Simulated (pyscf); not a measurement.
# Concerted two-bond exchange: •H₂C–ZnH + water (H₂O) -> methyl (CH₃•) + HO–ZnH

Gas phase, doublet surface, charge 0. Bonds broken: C1–Zn2, O3–H4. Bonds formed: C1–H4, Zn2–O3. PySCF, gas phase, ωB97X-D3(BJ)/def2-SVP geometries.

Transition state (Å):

```xyz
8

C     -1.7506     0.6160    -0.2212
Zn     0.4067     0.3622    -0.5341
O     -0.2295    -1.4397    -0.0545
H     -1.2003    -0.6538    -0.1371
H     -2.1247     1.1013     0.6948
H     -2.3734     0.9013    -1.0850
H     -0.1868    -2.2331    -0.6017
H      1.6455     1.1878    -0.9443
```

One imaginary mode, 1436i cm⁻¹; descent along it reached the two sides named, in the forms told below.

```json
[
 {"bond": "C1–Zn2", "change": "breaks", "reactant side (Å)": "1.940", "saddle": "2.195", "product side": "2.509"},
 {"bond": "O3–H4", "change": "breaks", "reactant side (Å)": "0.966", "saddle": "1.252", "product side": "2.349"},
 {"bond": "C1–H4", "change": "forms", "reactant side (Å)": "3.1", "saddle": "1.386", "product side": "1.095"},
 {"bond": "Zn2–O3", "change": "forms", "reactant side (Å)": "2.222", "saddle": "1.970", "product side": "1.792"}
]
```

Electronic energies relative to the separated reactants (kcal/mol):

```csv
level,barrier,reaction energy,reverse barrier
ωB97X-D3(BJ)/def2-TZVP,12.7,-10.8,23.5
PBE/def2-TZVP,9.4,-11.3,20.6
r²SCAN/def2-TZVP,9.0,-12.9,21.9
B3LYP-D3(BJ)/def2-TZVP,12.3,-12.2,24.6
PBE0-D3(BJ)/def2-TZVP,10.9,-10.6,21.5
M06-2X/def2-TZVP,9.0,-12.2,21.2
ωB97M-D3(BJ)/def2-TZVP,13.7,-11.0,24.7
HF/def2-TZVP,23.9,-13.7,37.6
```

With ωB97M-D3(BJ)/def2-TZVP energies and thermal terms (ideal gas, 1 atm, RRHO with modes under 100 cm⁻¹ raised to 100, one conformer, R ln 2 for chiral ones without a mode under 150 cm⁻¹), in kcal/mol:

```json
[
 {"T (K)": "298", "ΔH‡": "11.4", "ΔG‡": "20.8", "ΔH": "-11.8", "ΔG": "-11.8"},
 {"T (K)": "600", "ΔH‡": "11.7", "ΔG‡": "30.2", "ΔH": "-11.8", "ΔG": "-11.7"},
 {"T (K)": "900", "ΔH‡": "12.5", "ΔG‡": "39.3", "ΔH": "-11.8", "ΔG": "-11.7"},
 {"T (K)": "1200", "ΔH‡": "13.4", "ΔG‡": "48.1", "ΔH": "-11.7", "ΔG": "-11.7"}
]
```

On the reactant side the descent ends in a bound adduct, 8.4 kcal/mol under the separated species and 21.2 kcal/mol under the saddle at ωB97X-D3(BJ)/def2-TZVP. On the product side the descent ends in a complex, 6.1 kcal/mol under the separated species and 29.6 kcal/mol under the saddle at ωB97X-D3(BJ)/def2-TZVP. This saddle turned up in a search for another step; its sides and bond changes are read from the two ends of the descent. •H₂C–ZnH lies 25.0 kcal/mol over its isomer [H₃C–Zn]• (electronic energy, ωB97M-D3(BJ)/def2-TZVP). This is the saddle that the search found; another between the same sides may lie lower. Elements up to Kr have no core potential and no relativistic terms here.
